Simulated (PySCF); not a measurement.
# BF⁺, doublet along the distance B1-F2

Starting geometry (PBE0/def2-TZVP stationary point for this spin):

```xyz
2

B     0.0000    0.0000    0.0000
F     0.0000    0.0000    1.2123
```

From there F2 moves along the line of the two atoms named below, all else staying in place; atoms are numbered as listed. Energies are in kcal/mol, counted from the starting geometry at the same level. Kohn–Sham curves keep the symmetry of the cluster determinant, unrestricted for open shells and where UHF breaks spin symmetry.

Basis 6-31G; PySCF 2.14.0. Correlated methods freeze the noble-gas cores. Prefix R: restricted or restricted open-shell reference; prefix U: unrestricted.

Unrestricted rows (U, and Kohn–Sham where it breaks symmetry) aren't spin-pure: their determinants' ⟨S²⟩ exceeds S(S+1) by up to 0.20, so they mix in states of higher spin. A value is left out where its run failed or describes another state than the reference as far as symmetry and spin tell, or, spin-broken singlets apart, can't be checked. The reference follows the lowest state, whose symmetry changes from Σ⁺ or Δ to Π between 1.910 and 2.222.

Full CI is exact within this basis and frozen core; it isn't the basis-set limit. The frozen core follows each run's orbitals, which can shift R against U totals by a few meV.

```csv
distance B1-F2 (Å),full CI,curve A,curve B,curve C,curve D
0.956,135.7,125.2,135.6,135.5,129.9
1.070,39.9,34.4,39.9,39.8,37.1
1.212,0.0,0.0,0.0,0.0,0.0
1.308,-2.5,0.8,-2.5,-2.4,-1.0
1.494,15.9,25.7,16.0,16.5,19.9
1.688,43.4,61.8,43.5,44.8,51.5
1.910,64.8,–,64.9,65.0,81.9
2.222,65.2,57.6,65.1,64.9,97.5
2.728,64.0,55.0,63.9,63.7,100.9
3.298,65.7,55.9,65.6,65.4,105.1
4.182,67.3,57.1,67.2,67.0,108.0
```

Q: The curves come from RHF, UCCSD(T), UCCSDT, r2SCAN. Compare each with full CI and say which is which.

A: A: RHF, B: UCCSDT, C: UCCSD(T), D: r2SCAN. Spread of the error against full CI, over the points where both stand: A 28.9, B 0.2, C 1.7, D 46.5 kcal/mol. r2SCAN at 4.182 Å lies 40.7 kcal/mol (60 %) above the reference in this basis.

In so small a basis the reference is far from its limit while semilocal and hybrid functionals are nearer theirs, so the functionals' errors here hold much of the reference's basis and frozen-core error, which can add to them or hide them. The set has no polarisation functions, which weighs most on the reference.
